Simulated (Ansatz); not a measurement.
The pair A = CH2O (SMILES C=O) (first 4 atoms), B = CH2O (SMILES C=O); geometry from A24 set.
(charge 0, multiplicity 1):
| atom | x (Å) | y (Å) | z (Å) |
|---|---|---|---|
| C | 0.0000 | 0.6012 | -1.3538 |
| O | 0.0000 | -0.5930 | -1.5521 |
| H | 0.9354 | 1.1743 | -1.2652 |
| H | -0.9354 | 1.1743 | -1.2652 |
| C | 0.0000 | -0.6020 | 1.5523 |
| O | 0.0000 | 0.5924 | 1.3551 |
| H | 0.0000 | -1.0094 | 2.5752 |
| H | 0.0000 | -1.3200 | 0.7169 |

Correlated levels freeze the cores.

Programs: Ansatz (a program for electronic structure) with Gaussian orbitals. Values without a source in brackets are computed.

Total energies (hartree), monomers frozen at their geometry in the pair:

| structure | HF/aug-cc-pVDZ | PBE/def2-TZVPPD | CCSD(T)/aug-cc-pVDZ |
|---|---|---|---|
| AB | -227.7742397 | -228.8480722 | -228.4971492 |
| A in the pair's basis | -113.8850875 | -114.4208831 | -114.2457583 |
| B in the pair's basis | -113.8851446 | -114.4208612 | -114.2455658 |
| A | -113.8848391 | -114.4208338 | -114.2447012 |
| B | -113.8848495 | -114.4208160 | -114.2446936 |

**Question.** Work out the interaction energy without and with the counterpoise correction, and the superposition error, for each level.

**Answer.** 
E(AB) − E(A) − E(B), times 627.509 kcal/mol, with the monomers in their own basis and then in the pair's basis:
- HF/aug-cc-pVDZ: -2.86 uncorrected, -2.51 corrected; the monomers gain 0.34 kcal/mol from borrowed functions
- PBE/def2-TZVPPD: -4.03 uncorrected, -3.97 corrected; the monomers gain 0.06 kcal/mol from borrowed functions
- CCSD(T)/aug-cc-pVDZ: -4.87 uncorrected, -3.66 corrected; the monomers gain 1.21 kcal/mol from borrowed functions
